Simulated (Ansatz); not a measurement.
Molecule (SMILES): [O]O (O-OH), doublet.
Atoms: O1, O2, H3. Bonds: O1-O2, O2-H3.

Basis-set convergence of the optimised O1-O2 bond length at PBE0 with Ansatz (a program for electronic structure). All functions are spherical. The program fits the integrals of some runs and decomposes those of others, by size. Open shells are unrestricted. No added dispersion term, no relativity. Reference: the value in aug-pcseg-3, 1.3077 Å, itself unsure by roughly 0.0002 Å (its mean distance from aug-cc-pVQZ, def2-QZVPPD, pcseg-3). Deviations are taken from unrounded values.

| basis | functions | optimised O1-O2 bond length (Å) | minus reference (Å) |
|---|---|---|---|
| 3-21G | 20 | 1.4110 | 0.1033 |
| 6-31G | 20 | 1.3773 | 0.0695 |
| def2-SV(P) | 30 | 1.2991 | -0.0086 |
| cc-pVDZ | 33 | 1.3114 | 0.0037 |
| def2-SVP | 33 | 1.3002 | -0.0075 |
| pcseg-1 | 33 | 1.3165 | 0.0088 |
| 6-311G** | 42 | 1.3100 | 0.0022 |
| aug-cc-pVDZ | 55 | 1.3106 | 0.0029 |
| aug-pcseg-1 | 55 | 1.3114 | 0.0037 |
| 6-311++G(2d,2p) | 64 | 1.3118 | 0.0040 |
| cc-pVTZ | 74 | 1.3113 | 0.0036 |
| pcseg-2 | 74 | 1.3102 | 0.0025 |
| jun-cc-pV(T+d)Z | 92 | 1.3102 | 0.0025 |
| 6-311++G(3df,3pd) | 96 | 1.3065 | -0.0012 |
| aug-pcseg-2 | 115 | 1.3097 | 0.0020 |
| cc-pVQZ | 140 | 1.3087 | 0.0010 |
| pcseg-3 | 153 | 1.3079 | 0.0002 |
| aug-cc-pVQZ | 206 | 1.3079 | 0.0002 |
